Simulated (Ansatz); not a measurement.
This geometry of CH6SSi (9 atoms, charge 0, multiplicity 1) is a first-order saddle point.

Method: RKS revPBE-D4/def2-SVP (Ansatz).

```xyz
9
Properties=species:S:1:pos:R:3
C -0.694 1.121 -0.839
S 1.058 0.652 -0.473
Si 0.752 -1.066 0.789
H -1.417 0.446 -0.342
H -0.856 1.073 -1.933
H -0.870 2.155 -0.484
H 2.131 -1.552 1.133
H -0.016 -2.155 0.083
H 0.002 -0.720 2.050
```

**Question.** Which two structures does it join? (They come from a converged band through this point; their orientation in space is the band's.)

**Answer.** No bond is made or broken. The dihedral H4–C1–S2–Si3 goes from -61 to 62°. The two ends are copies of one structure, up to a mirror image or an exchange of like atoms.

Image 0:

```xyz
9
Properties=species:S:1:pos:R:3
C -0.700 1.035 -0.903
S 1.037 0.436 -0.738
Si 0.757 -1.002 0.844
H -1.383 0.213 -1.194
H -0.695 1.797 -1.706
H -1.055 1.505 0.035
H 2.111 -1.599 1.100
H -0.217 -2.081 0.445
H 0.235 -0.350 2.100
```

Image 6:

```xyz
9
Properties=species:S:1:pos:R:3
C -0.694 1.116 -0.800
S 1.060 0.750 -0.360
Si 0.753 -1.065 0.763
H -1.309 1.287 0.106
H -1.135 0.300 -1.405
H -0.681 2.043 -1.404
H 2.117 -1.521 1.195
H 0.096 -2.127 -0.081
H -0.119 -0.829 1.970
```

**Question.** How far does it lie above each of them?

**Answer.** 4.6 kJ/mol above the first and 4.6 kJ/mol above the second. This is the barrier of this one path; another mechanism may lie lower.

The run took 70 s on 1 thread of Arm Neoverse V1, on a shared host, peak memory 0.25 GiB.
